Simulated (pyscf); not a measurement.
PySCF, gas phase, ωB97X-D3(BJ)/def2-SVP geometries.

H₃Si–O–AsH₂ + H₂O → HO–AsH₂ + HO–SiH₃
Surface: singlet. Broken: O–Si, H–O. Formed: H–O, O–Si. Give ΔE‡ and ΔE from ωB97M-D3(BJ)/def2-TZVP, relative to the separated reactants.

ΔE‡ = 100.5 kJ/mol, ΔE = +9.7 kJ/mol. Zero-point energy shifts the barrier by +1.4 kJ/mol. It is a four-centre exchange, with an imaginary mode of 882i cm⁻¹. On the reactant side the descent ends in a complex, 18.6 kJ/mol under the separated species and 122.5 kJ/mol under the saddle at ωB97X-D3(BJ)/def2-TZVP. On the product side the descent ends in a complex (not fully relaxed), 22.9 kJ/mol under the separated species and 110.2 kJ/mol under the saddle at ωB97X-D3(BJ)/def2-TZVP. H₃Si–O–AsH₂ lies 44.7 kJ/mol over its isomer HO–SiH₂–AsH₂ (electronic energy, ωB97M-D3(BJ)/def2-TZVP). This is the saddle that the search found; another between the same sides may lie lower. Elements up to Kr have no core potential and no relativistic terms here.
